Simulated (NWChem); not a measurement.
carbon tetrachloride (CCl$_{4}$)

SMILES: ClC(Cl)(Cl)Cl
```xyz
5

Cl     1.4595     0.0000    -1.0320
C      0.0000     0.0000     0.0000
Cl    -1.4595     0.0000    -1.0320
Cl     0.0000    -1.4595     1.0320
Cl     0.0000     1.4595     1.0320
```
Charge 0, spin multiplicity 1.

All runs are NWChem calculations. Structure: optimised with B3LYP/def2-SVP, a minimum by its harmonic frequencies.

Symmetry labels belong to the abelian group C2v used in the runs, with the axes of the coordinates shown; states degenerate in a higher group split over its labels.

### Question
List the lowest 6 singlet excitations that TD-LDA (SVWN5)/def2-SVP gives, with oscillator strengths.

### Answer
| state | symmetry | energy (eV) | wavelength (nm) | f |
|---|---|---|---|---|
| 1 | a2 | 5.44 | 228 | 0.000 |
| 2 | b1 | 5.44 | 228 | 0.000 |
| 3 | b2 | 5.44 | 228 | 0.000 |
| 4 | b2 | 6.33 | 196 | 0.000 |
| 5 | a1 | 6.33 | 196 | 0.000 |
| 6 | b1 | 6.33 | 196 | 0.000 |
